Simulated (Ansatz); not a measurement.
Process, species as SMILES: ClC (CH3-Cl) → [CH3] (CH3) + Cl atom
B3LYP-D3(BJ)/def2-TZVP geometries, fixed; electronic energies without zero-point terms.
Largest species:
```
C
H 1 1.0858
H 1 1.0858 2 110.57
H 1 1.0858 2 110.57 3 -122.80
Cl 1 1.7944 2 108.35 3 118.60
```
Charge 0, spin multiplicity 1.

Basis-set convergence of the bond dissociation energy at PBE with Ansatz (a first-principles code). Cartesian d functions, on some or all atoms, in 6-31G*, 6-31+G*, 6-311G**, 6-311+G**; all else is spherical. The program fits the integrals of some runs and decomposes those of others, by size. Open shells are unrestricted. No added dispersion term, no relativity. Functions are those of the species that has most. Reference: the value in pcseg-4, 90.09 kcal/mol, itself unsure by roughly 0.02 kcal/mol (its mean distance from aug-pcseg-3, aug-cc-pV(Q+d)Z, cc-pV(5+d)Z). Deviations are taken from unrounded values.

```csv
basis,functions,bond dissociation energy (kcal/mol)
6-31G*,40,91.16
6-31+G*,48,88.87
def2-SVP,47,89.57
def2-SVPD,71,89.71
pcseg-1,47,88.14
aug-pcseg-1,77,88.94
cc-pV(D+d)Z,52,90.50
aug-cc-pV(D+d)Z,82,90.04
6-311G**,63,89.27
6-311+G**,71,88.42
def2-TZVP,86,89.94
def2-TZVPD,110,90.17
pcseg-2,106,89.53
aug-pcseg-2,165,90.00
cc-pV(T+d)Z,111,90.17
aug-cc-pV(T+d)Z,170,90.00
def2-TZVPP,115,90.04
def2-TZVPPD,139,90.26
cc-pV(Q+d)Z,209,90.18
aug-cc-pV(Q+d)Z,307,90.13
def2-QZVPP,217,89.94
def2-QZVPPD,241,90.01
pcseg-3,223,90.07
aug-pcseg-3,321,90.07
```

What the diffuse functions change, pair by pair:
- 6-31G* to 6-31+G*: 8 more functions, deviation 1.08 to -1.21 kcal/mol
- def2-SVP to def2-SVPD: 24 more functions, deviation -0.52 to -0.38 kcal/mol
- pcseg-1 to aug-pcseg-1: 30 more functions, deviation -1.94 to -1.15 kcal/mol
- cc-pV(D+d)Z to aug-cc-pV(D+d)Z: 30 more functions, deviation 0.41 to -0.05 kcal/mol
- 6-311G** to 6-311+G**: 8 more functions, deviation -0.81 to -1.66 kcal/mol
- def2-TZVP to def2-TZVPD: 24 more functions, deviation -0.15 to 0.09 kcal/mol
- pcseg-2 to aug-pcseg-2: 59 more functions, deviation -0.55 to -0.08 kcal/mol
- cc-pV(T+d)Z to aug-cc-pV(T+d)Z: 59 more functions, deviation 0.08 to -0.09 kcal/mol
- def2-TZVPP to def2-TZVPPD: 24 more functions, deviation -0.04 to 0.18 kcal/mol
- cc-pV(Q+d)Z to aug-cc-pV(Q+d)Z: 98 more functions, deviation 0.09 to 0.04 kcal/mol
- def2-QZVPP to def2-QZVPPD: 24 more functions, deviation -0.14 to -0.08 kcal/mol
- pcseg-3 to aug-pcseg-3: 98 more functions, deviation -0.02 to -0.02 kcal/mol

They bring the value nearer the reference by more than 0.02 kcal/mol in 7 of 12 pairs.
